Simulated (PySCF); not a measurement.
Molecule: i-PrOEt (CCOC(C)C, C₅H₁₂O).

Structure with atom numbers: `[CH3:1][CH2:2][O:3][CH:4]([CH3:5])[CH3:6]`; H(Xn) means a hydrogen on atom n.

Geometry PBE0-D3(BJ)/def2-SVP throughout; GIAO in PySCF, gas phase, one conformer, non-relativistic; equivalent atoms averaged; basis pcSseg-1.

For orientation, BHandHLYP gives these absolute shieldings σ: C4 113.3, C2 120.5, C5/C6 161.0, C1 165.8, O3 267.5, H(C2) 28.31, H(C4) 28.44, H(C1) 30.20, H(C5)/H(C6) 30.33 ppm.

A run gave: C4 103.9, C2 111.9, C5/C6 156.3, C1 160.5, O3 244.1, H(C2) 27.95, H(C4) 28.03, H(C1) 30.16, H(C5)/H(C6) 30.28 ppm (absolute shieldings σ).

Which functional was used in that run?
A. PBE
B. BLYP
C. B97-D
D. KT2
E. KT3

## Answers

C. C1 tells them apart best: B97-D gives 160.5, PBE gives 162.1, KT2 gives 165.3, KT3 gives 164.0, BLYP gives 156.6 ppm.
